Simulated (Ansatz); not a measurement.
Input file:

```yaml
crystal:
  periodic: [false, false, false]
  atoms:
    - {symbol: B, position_ang: [0.000000, 0.000000, 0.000000]}
    - {symbol: C, position_ang: [0.000000, 0.000000, 2.819000]}
basis:
  gaussian: {orbitals: cc-pVDZ}
total_charge: 1
correlation: {method: fci, electrons: outside_noble_gas}
```

```sh
$ ansatz run in.yaml --threads 1 --pin off --events-out ev --progress --plain --max-ram 2393MiB
```

Output:

```
485 factors; integrals over basis functions are off by at most 9.4e-8 eV
mean field evaluation 1: about -1683.2822 eV, gradient 6.4e0 eV
mean field evaluation 2: about -1683.2822 eV, gradient 6.3e0 eV
mean field evaluation 4: about -1683.4957 eV, gradient 5.5e-1 eV
mean field evaluation 8: about -1683.4976 eV, gradient 1.0e-4 eV
mean field evaluation 16: about -1683.4954 eV, gradient 4.4e-1 eV
mean field evaluation 32: about -1682.4370 eV, gradient 3.4e-5 eV
mean field -1683.49760160 eV, -61.8673957433 hartree, gradient 9.5e-7 eV, S^2 0.000000; 5 other end points of the search recorded, 0 dependent functions left out; unrestricted orbitals would lower it
unrestricted determinant -1684.81453761 eV, -61.9157922489 hartree, S^2 1.1045
2 core orbitals not correlated: weight in the atoms' cores, before any rotation towards them, 1.000 or more for the frozen orbitals, at most 0.000 for the correlated occupied ones
reference -1683.49760160 eV, -61.8673957433 hartree; 3, 3 occupied and 23, 23 virtual orbitals, 485 factors
state -1688.16344721 eV, -62.0388624067 hartree
Total energy: -1688.16344721 eV, -62.0388624067 hartree
```

Natural occupations: 1.9170 1.8559 1.7499 0.1110 0.1110 0.0931 0.0560 0.0560 0.0105 0.0076 0.0071 0.0071 0.0042 0.0033 0.0021 0.0021 0.0016 0.0012 0.0012 0.0005 0.0004 0.0004 0.0002 0.0002.

Ran on 1 thread of Arm Neoverse V2, shared host: 12 s wall, 0.22 GiB peak host memory.
